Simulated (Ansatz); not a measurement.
# CHO2: the cost of one run

Program: Ansatz 0.2.0 through its Python package. Level of theory: B3LYP+D4/6-31G. These are calculated values, not measurements.

## (1) The structure

Bond lengths: O1–C2 1.218 Å, C2–O3 1.232 Å, C2–H4 1.169 Å. Angles: O1–C2–O3 128.3°, O1–C2–H4 120.3°, O3–C2–H4 111.4°.

The script holds or builds the structure itself.

## (2) The script

Contents of md.py:

```python
"""Molecular dynamics of one CHO2 molecule."""

import ansatz as az
import numpy as np

BASIS_SET = "6-31G"
FUNCTIONAL = "b3lyp"
VDW = "d4"
N_STEPS = 40
TEMPERATURE_K = 800

geometry_ang = [
    ("O", (-1.1106, -0.058, 0.5443)),
    ("C", (-0.0151, -0.0266, 0.0123)),
    ("O", (0.9419, -0.7829, 0.1887)),
    ("H", (0.2394, 0.8073, -0.7657)),
]
mol = az.Crystal.molecule()
for symbol, xyz in geometry_ang:
    mol = mol.atom(symbol, xyz)

calc = (
    mol.calculation()
    .basis(gaussian=BASIS_SET)
    .functional(FUNCTIONAL, dispersion=VDW)
    .spin("collinear", total=1)
    .accuracy("medium")
    .md("nve", timestep=0.5, steps=N_STEPS, temperature=TEMPERATURE_K, initial_velocities="maxwell_boltzmann", seed=90)
)
frames = []
result = calc.session().plan().execute(on_event=lambda e: frames.append(e["data"]) if e["event"] == "md_step" else None)
print("t (fs)   E_pot (eV)      E_kin (eV)   T (K)   d(0-1) (A)")
for f in frames[::3]:
    xyz = np.array(f["positions_ang"])
    print(f"{f['time_fs']:6.2f} {f['lagrangian_ev']:14.5f} {f['e_kin_ev']:10.5f} {f['temperature_k']:8.1f} {np.linalg.norm(xyz[0] - xyz[1]):9.4f}")
kept = np.array([f["conserved_ev"] for f in frames])
print(f"conserved energy moves by at most {1000 * np.ptp(kept):.3f} meV")
symbols = [site.symbol for site in mol.cartesian_sites]
with open("last_frame.xyz", "w") as handle:
    handle.write(f"{len(symbols)}\nt = {frames[-1]['time_fs']} fs\n")
    handle.writelines("{:2s} {:10.5f} {:10.5f} {:10.5f}\n".format(s, *xyz) for s, xyz in zip(symbols, frames[-1]["positions_ang"]))
```

## (3) The calls as engine input

The package turns the script's settings into the engine's input:

```yaml
crystal:
  periodic: [false, false, false]
  atoms:
    - { symbol: O, position_ang: [-1.1106, -0.058, 0.5443] }
    - { symbol: C, position_ang: [-0.0151, -0.0266, 0.0123] }
    - { symbol: O, position_ang: [0.9419, -0.7829, 0.1887] }
    - { symbol: H, position_ang: [0.2394, 0.8073, -0.7657] }
accuracy: medium
basis:
  gaussian:
    orbitals: "6-31G"
hamiltonian:
  xc: b3lyp
  dispersion: d4
magnetization:
  spin_polarized: true
  initial_magnetization: 1.0
md:
  timestep: 0.5
  n_steps: 40
  ensemble: nve
  temperature: 800.0
  initial_velocities: maxwell_boltzmann
  seed: 90
```

## (4) Launch

The run is started by

```console
$ python md.py
```

**Question.** How long does this script take on 1 thread of INTEL XEON PLATINUM 8581C at 2.30GHz (Emerald Rapids), shared host, and how much memory does it need?

About 34 s, with a peak of 0.18 GiB.
